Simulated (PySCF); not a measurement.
Chloromethane, SMILES CCl at its PBE0/def2-SVP optimised geometry (Å):

```
5

C     -0.3625    -0.2512     0.0000
Cl    -0.9438    -1.0787     1.4591
H     -0.7346     0.7809     0.0000
H      0.7346    -0.2512     0.0000
H     -0.7346    -0.7809    -0.8857
```

Computed with PySCF with PBE0/def2-TZVP.

Map of the log10 of the electron density (e/bohr³), floored at −4 on the plane z = 1.0 Å:

```
|0000000000000000000000000000000|
|0000000000000000000000000000000|
|0000000000000000000000000000000|
|0000000000000000000000000000000|
|0000000000000000000000000000000|
|0000000001111111000000000000000|
|0000000112222221100000000000000|
|0000001122333322211000000000000|
|0000011223334333221100000000000|
|0000012234444443322211000000000|
|0000122344455544433221100000000|
|0001223345555555443322110000000|
|0012233445566655544433211000000|
|0122334556666666554443321000000|
|1123445566677766655544321100000|
|1233456677777777665544322100000|
|2234566778888877665554332100000|
|2344567788998887766554332100000|
|2345677889999987765544322100000|
|2345678899999988765543321000000|
|2345678999999988765443221000000|
|2345678999999987765433210000000|
|2345678899999987665432110000000|
|2345667889999887654332100000000|
|2344567788888876654321100000000|
|1234556777887766544321000000000|
|1233455667777665443211000000000|
|1123345556666554432210000000000|
|0112334455555444332100000000000|
|0011233344444433221100000000000|
|0001122233333322210000000000000|
```
Scale: ten equal steps from -4.00 (start of '0') to -0.452 (end of '9'), in the order '0123456789'; x runs from -3.00 to 3.00, y from -3.00 (bottom) to 3.00 (top).
